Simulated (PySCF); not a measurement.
**One molecule, a ladder of functionals, a line**

Molecule: SMILES Sc1ccno1, C3H3NOS.

Bonds (- single, = double, # triple, : aromatic): S1-C2 1.742 Å, C2:C3 1.368 Å, C3:C4 1.419 Å, C4:N5 1.306 Å, N5:O6 1.372 Å, O6:C2 1.335 Å. S1 carries H7; C3 carries H8; C4 carries H9.

GIAO shieldings (ppm, equivalent atoms averaged) in PySCF on the PBE0-D3(BJ)/def2-SVP geometry, basis pcSseg-2, gas phase, non-relativistic:

| functional | exact exchange (%) | σ(C3) | σ(O6) |
| --- | --- | --- | --- |
| BLYP | 0 | 71.1 | -86.7 |
| BP86 | 0 | 75.0 | -80.7 |
| PBE | 0 | 75.1 | -81.7 |
| B3LYP | 20 | 73.5 | -82.8 |
| mPW1PW91 | 25 | 77.1 | -77.9 |
| BHandHLYP | 50 | 78.1 | -73.4 |
| HF | 100 | 89.2 | -45.9 |

Task: Fit each shielding as a line in the percentage of exact exchange.

Result: σ(C3) = 72.9 + 0.15 x (rms 1.9 ppm); σ(O6) = -85.5 + 0.36 x (rms 3.9 ppm). The functionals also differ in their semilocal parts, which the line can't hold; Hartree–Fock has no correlation at all.

Task: What does the line predict for PBE0 (25 %), and what does the run give?

Result: σ(C3): 76.7 predicted, 78.0 computed; σ(O6): -76.5 predicted, -77.0 computed ppm.
